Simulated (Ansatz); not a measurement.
**SiH₅O (doublet): from Hartree-Fock to the top rungs at distance Si1–H5 along a hydrogen transfer = 1.631 Å, cc-pVDZ**

The task here is to estimate one member of a computed series from the others.

Method: cc-pVDZ, core rule «outside noble gas», up to 6 orbitals frozen; program: Ansatz 0.2.0, Gaussian basis.

The runs, in order: UHF; CCSD(T) on ROHF; CCSD(T) on UHF; BCCD(T) on ROHF; CISD; CCSDT(Q) on ROHF; CCSDT(Q) on UHF; CASSCF and MRCISD+Q, 3 electrons in 3 orbitals; CASSCF and NEVPT2, 3 electrons in 3 orbitals.

### The system

The geometry derives from fragments relaxed apart (PBE0/def2-TZVP) and kept rigid, so it is no stationary point. A hydrogen atom is moved between rigid fragments.

7 atoms, charge 0, spin multiplicity 2.

Atoms are counted from 1 here; the program's logs count them from 0.

Bond lengths: Si1–H2 1.485 Å, Si1–H3 1.485 Å, Si1–H4 1.485 Å, Si1–H5 1.631 Å, H5–O6 1.186 Å, O6–H7 0.973 Å. Angles: H2–Si1–H3 109.5°, H2–Si1–H4 109.5°, H2–Si1–H5 109.5°, H3–Si1–H4 109.5°, H3–Si1–H5 109.5°, H4–Si1–H5 109.5°, Si1–H5–O6 180.0°, H5–O6–H7 105.0°.

Coordinates:

```
Si   -0.98344    0.01929    0.00000
H    -1.47831    1.41899    0.00000
H    -1.47831   -0.68057    1.21218
H    -1.47831   -0.68057   -1.21218
H     0.64756    0.01929    0.00000
O     1.83356    0.01929    0.00000
H     2.08542   -0.92066    0.00000
```

The first run:

File in.yaml:

```yaml
crystal:
  periodic: [false, false, false]
  atoms:
    - {symbol: Si, position_ang: [-0.983440, 0.019286, 0.000000]}
    - {symbol: H, position_ang: [-1.478312, 1.418994, 0.000000]}
    - {symbol: H, position_ang: [-1.478311, -0.680568, 1.212183]}
    - {symbol: H, position_ang: [-1.478312, -0.680568, -1.212182]}
    - {symbol: H, position_ang: [0.647560, 0.019286, 0.000000]}
    - {symbol: O, position_ang: [1.833560, 0.019286, -0.000001]}
    - {symbol: H, position_ang: [2.085419, -0.920664, -0.000001]}
basis:
  gaussian: {orbitals: cc-pVDZ}
magnetization: {spin_polarized: true, initial_magnetization: 1}
hamiltonian: {xc: hf}
output: {orbitals: {seedname: orbitals}}
```

Started as:

```sh
> ansatz run in.yaml --threads 1 --pin off --events-out ev --progress --plain --max-ram 2816MiB --backend cpu
```

Steps of the session up to this table: UHF; CCSD(T) on ROHF; CCSD(T) on UHF; BCCD(T) on ROHF; CISD; CCSDT(Q) on ROHF; CCSDT(Q) on UHF; CASSCF and MRCISD+Q, 3 electrons in 3 orbitals; CASSCF and NEVPT2, 3 electrons in 3 orbitals.

One of the session's tables, all rows but one given; the rest of the session is left out.

| method | from UCCSDT(Q) (meV) |
| --- | --- |
| ROHF | +9878.5 |
| UHF | ? |
| RMP2 | +1158.0 |
| UMP2 | +1330.0 |
| CISD | +1148.7 |
| RCCSD | +250.3 |
| UCCSD | +239.1 |
| RCCSD(T) | +45.6 |
| UCCSD(T) | +47.0 |
| BCCD(T) | +45.5 |
| RCCSDT | +21.0 |
| UCCSDT | +19.7 |
| RCCSDT(Q) | +0.3 |
| UCCSDT(Q) | 0 |
| CASSCF pair | +9109.9 |
| NEVPT2 pair | +1237.4 |
| MRCISD pair | +1006.4 |
| MRCISD+Q pair | +156.8 |

**Question.** Estimate the row for UHF.

The run gave: from UCCSDT(Q) (meV): +9591.0. In the column «from UCCSDT(Q) (meV)» it lies between CASSCF pair (+9109.9) and ROHF (+9878.5).

Caveats from the session: Restricted and unrestricted rows rest on different reference determinants; where their highest levels disagree by more than a few hundredths of an eV, they describe different states and don't form one ladder.
